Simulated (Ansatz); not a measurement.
in.yaml

```yaml
crystal:
  periodic: [false, false, false]
  atoms:
    - {symbol: Al, position_ang: [0.000000, 0.000000, 0.000000]}
    - {symbol: As, position_ang: [0.000000, 0.000000, 2.421000]}
basis:
  gaussian: {orbitals: 6-31G, fitting: {mean_field: def2-universal-jkfit}}
total_charge: -1
magnetization: {spin_polarized: true, initial_magnetization: 3}
hamiltonian: {xc: {name: r2SCAN}}
correlation: {method: ccsdt_q_b, electrons: outside_noble_gas}
scf: {lower_state_search: light}
```

```sh
$ ansatz run in.yaml --threads 1 --pin off --events-out ev --progress --plain --max-ram 2393MiB
```

Output:

```
394 factors; integrals over basis functions are off by at most 2.6e-3 eV
mean field evaluation 1: about -67423.5324 eV, gradient 1.2e1 eV
mean field evaluation 2: about -67423.5298 eV, gradient 1.2e1 eV
mean field evaluation 4: about -67425.0206 eV, gradient 3.6e0 eV
mean field evaluation 8: about -67425.2165 eV, gradient 1.0e-1 eV
mean field evaluation 16: about -67425.2168 eV, gradient 2.7e-5 eV
mean field evaluation 32: about -67424.2356 eV, gradient 5.3e0 eV
mean field evaluation 64: about -67424.9157 eV, gradient 4.1e-1 eV
mean field evaluation 96: about -67425.1572 eV, gradient 8.2e-1 eV
mean field evaluation 128: about -67424.6821 eV, gradient 1.9e-2 eV
mean field evaluation 160: about -67424.6819 eV, gradient 7.5e-2 eV
mean field -67425.21680590 eV, -2477.8310151636 hartree, gradient 4.3e-6 eV, S^2 3.754813; 17 other end points of the search recorded, 0 dependent functions left out
19 core orbitals not correlated: weight in the atoms' cores, before any rotation towards them, 0.999 or more for the frozen orbitals, at most 0.000 for the correlated occupied ones
reference -67367.37825041 eV, -2475.7054874537 hartree; 6, 3 occupied and 17, 20 virtual orbitals, 394 factors
second order -1.74262817 eV of doubles, -0.13214966 eV of singles
...
cycle  18  -2.58520689 eV  change    8.5e-5 eV  update   6.1e-5
cycle  19  -2.58521160 eV  change   -4.7e-6 eV  update   4.3e-5
cycle  20  -2.58522969 eV  change   -1.8e-5 eV  update   3.2e-5
cycle  21  -2.58524311 eV  change   -1.3e-5 eV  update   2.1e-5
cycle  22  -2.58524176 eV  change    1.4e-6 eV  update   1.3e-5
cycle  23  -2.58525141 eV  change   -9.7e-6 eV  update   7.0e-6
cycle  24  -2.58525503 eV  change   -3.6e-6 eV  update   3.4e-6
cycle  25  -2.58525600 eV  change   -9.7e-7 eV  update   1.9e-6
cycle  26  -2.58525572 eV  change    2.8e-7 eV  update   9.2e-7
cycle  27  -2.58525554 eV  change    1.8e-7 eV  update   5.9e-7
perturbative correction -0.03407698 eV, -0.0012523060 hartree
WARN: these amplitudes may be one of several solutions (largest doubles amplitude 0.88, level shift 0.00 eV)
Total energy: -67369.99758293 eV, -2475.8017461483 hartree
```

Ran on 1 thread of AMD EPYC, shared host: 49 s wall, 0.15 GiB peak host memory.
